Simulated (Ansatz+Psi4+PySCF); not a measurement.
Two shapes of doublet CHO.

Shape 1:

```xyz
3

C     0.0626    0.5939    0.0000
O     0.0626   -0.5969    0.0000
H    -0.8758    1.2118    0.0000
```

Shape 2:

```xyz
3

C     0.0367    0.6087    0.0035
O     0.0466   -0.5791    0.0181
H    -0.8801    1.2003    0.0274
```

Basis set: cc-pVTZ (spherical functions). Left uncorrelated: 2 orbitals. Correlation on ROHF uses semicanonical orbitals with singles. Charge 0, multiplicity 2.

Computed with Ansatz (development build ahead of 0.2.0) and Psi4 1.11; each method stands on the lowest determinant of its kind that the runs found.

Question: Which shape is lower in energy, and by how much in each method?

Answer:

```csv
method,E(2) − E(1) (eV)
ROHF,-0.017
UHF,-0.014
ROHF-MP2,0.006
UHF-MP2,0.006
```

The methods disagree on the order.
